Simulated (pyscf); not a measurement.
Thermochemistry of product channels of H₃Ge–O–GeH₃ (SMILES [GeH3][O][GeH3]) + HCl (SMILES Cl) on the singlet surface, in kcal/mol, from ωB97M-D3(BJ)/def2-TZVP energies (ideal gas, 1 atm, RRHO with modes under 100 cm⁻¹ raised to 100, one conformer, R ln 2 for chiral ones without a mode under 150 cm⁻¹). Optimised with ωB97X-D3(BJ)/def2-SVP in PySCF.

```json
[
 {"products": "Cl–GeH₃ (SMILES [Cl][GeH3]) + HO–GeH₃ (SMILES [OH][GeH3])", "ΔE": "-10.0", "ΔH(298 K)": "-8.5", "ΔG(600 K)": "-10.2", "ΔG(1200 K)": "-11.1"},
 {"products": "Cl–GeH₂–O–GeH₃ (SMILES [Cl][GeH2][O][GeH3]) + H₂ (SMILES [H][H])", "ΔE": "[?]", "ΔH(298 K)": "-17.2", "ΔG(600 K)": "-13.7", "ΔG(1200 K)": "-11.4"}
]
```

Problem. Complete the blanks.

Solution. 
- Cl–GeH₂–O–GeH₃ (SMILES [Cl][GeH2][O][GeH3]) + H₂ (SMILES [H][H]), ΔE: -16.2

These are energies of the channels, which say nothing of barriers. Elements up to Kr have no core potential and no relativistic terms here.
